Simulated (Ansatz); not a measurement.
```yaml
crystal:
  periodic: [false, false, false]
  atoms:
    - {symbol: Al, position_ang: [-0.621653, -0.001343, 0.004149]}
    - {symbol: N, position_ang: [1.152229, 0.002490, -0.007689]}
    - {symbol: H, position_ang: [-1.441477, 1.304258, 0.006510]}
    - {symbol: H, position_ang: [-1.435787, -1.310474, 0.012692]}
    - {symbol: H, position_ang: [1.751471, 0.821363, -0.013633]}
    - {symbol: H, position_ang: [1.755030, -0.813786, -0.009767]}
basis:
  gaussian: {orbitals: def2-TZVP}
hamiltonian: {xc: pbe0}
relax: {f_tol: 0.004, max_steps: 80}
```

```sh
$ ansatz run in.yaml --threads 1 --pin off --events-out ev --progress --plain --max-ram 2176MiB
```

Steps of the relaxation (energy above the last step; positions in Å, forces in eV/Å):

```
6
step 1, 63.8 meV
Al   -0.622   -0.001    0.004    0.484    0.001   -0.003
N     1.152    0.002   -0.008    0.426    0.001   -0.003
H    -1.441    1.304    0.007   -0.114    0.688   -0.001
H    -1.436   -1.310    0.013   -0.111   -0.688    0.002
H     1.751    0.821   -0.014   -0.343   -0.121    0.003
H     1.755   -0.814   -0.010   -0.343    0.120    0.002
```

```
6
step 2, 2.9 meV
Al   -0.638   -0.001    0.004    0.104    0.000   -0.001
N     1.130    0.002   -0.008    0.223    0.000   -0.001
H    -1.390    1.387    0.006   -0.011    0.076    0.000
H    -1.383   -1.393    0.013   -0.011   -0.076    0.000
H     1.719    0.823   -0.013   -0.152    0.003    0.001
H     1.722   -0.816   -0.010   -0.152   -0.004    0.001
```

```
6
step 3, 0.5 meV
Al   -0.638   -0.001    0.004    0.018    0.000    0.000
N     1.128    0.002   -0.008    0.106    0.000   -0.001
H    -1.379    1.398    0.006   -0.003   -0.008    0.000
H    -1.373   -1.404    0.012   -0.003    0.008    0.000
H     1.709    0.826   -0.013   -0.059    0.026    0.000
H     1.713   -0.819   -0.009   -0.059   -0.027    0.000
```

```
6
step 5, 0.0 meV
Al   -0.635   -0.001    0.004    0.001    0.000    0.000
N     1.131    0.002   -0.008   -0.003    0.000    0.000
H    -1.379    1.397    0.006    0.000    0.000    0.000
H    -1.373   -1.403    0.012    0.000    0.000    0.000
H     1.706    0.830   -0.013    0.001    0.002    0.000
H     1.709   -0.823   -0.009    0.001   -0.002    0.000
```

Close pairs at the end: N2–H5 1.007 Å, N2–H6 1.007 Å, Al1–H3 1.584 Å, Al1–H4 1.584 Å, Al1–N2 1.767 Å.

A stationary point of restricted PBE0 after 5 steps (its stability towards spin polarisation wasn't tested); no frequencies were run, so it isn't proven a minimum. 5.5 s on 1 thread of Intel Xeon 6975P-C, shared host.
